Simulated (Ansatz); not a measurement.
P2, the interaction energy of a dimer with the counterpoise correction

Program: Ansatz 0.2.0 through its Python package.

Typed at the interpreter:
```pycon
>>> from dataclasses import dataclass
>>> import ansatz
>>> @dataclass
... class RunConfig:
...     basis_set: str = "def2-SVP"
...     xc: str = "hf"
...
>>> cfg = RunConfig()
>>> FIRST = [
...     ("P", (0.0, 0.0, -1.065)),
...     ("P", (0.0, 0.0, 1.065)),
... ]
>>> SECOND = [
...     ("P", (0.6312, -2.1709, -3.6566)),
...     ("P", (2.1617, -1.3637, -2.4146)),
... ]
>>> def energy(atoms, ghosts=()):
...     molecule = ansatz.Crystal.molecule()
...     for symbol, xyz in atoms:
...         molecule = molecule.atom(symbol, xyz)
...     calc = (
...         molecule.calculation()
...         .basis(gaussian=cfg.basis_set)
...         .functional(cfg.xc)
...     )
...     deck = calc.input()
...     if ghosts:
...         deck = deck.set(ansatz.key.basis.gaussian.ghost_atoms, [{"symbol": s, "position_ang": list(xyz)} for s, xyz in ghosts])
...     return ansatz.Session.from_dict(deck).plan().execute().report["free_energy_ev"]
...
>>> # ghost atoms carry the functions of the partner
>>> both = energy(FIRST + SECOND)

>>> alone = energy(FIRST) + energy(SECOND)
>>> ghosted = energy(FIRST, SECOND) + energy(SECOND, FIRST)
>>> print(f"dimer {both:.6f} eV")
dimer -37072.353236 eV
>>> print(f"interaction, uncorrected   {(both - alone):8.3f} eV")
interaction, uncorrected      0.465 eV
>>> print(f"interaction, counterpoise  {(both - ghosted):8.3f} eV")
interaction, counterpoise     0.532 eV
>>> print(f"basis-set superposition    {(alone - ghosted):8.3f} eV")
basis-set superposition       0.067 eV
```

Uncorrected it is 0.465 eV, with the counterpoise correction 0.532 eV; the difference, 0.07 eV, is the superposition error. In this basis both values are repulsive.

Total energies depend on the basis set; only differences at equal settings carry meaning. The dimer is a generated trial pose of unrelaxed monomers, not a minimum, so the figure is no binding energy, and the basis set is small. Hartree-Fock leaves correlation out, so bond, atomisation and ionisation energies come out well too low. This level lacks the dispersion part of the attraction (electrostatics and induction are there), which can decide the sign where the interaction is weak. The spin state was assumed, and another may lie lower. Timing: 5.1 s on 1 thread of Arm Neoverse V2, with other jobs on the host, peak memory 0.18 GiB.

(Lines on the test bed's own set-up are left out of the output.)
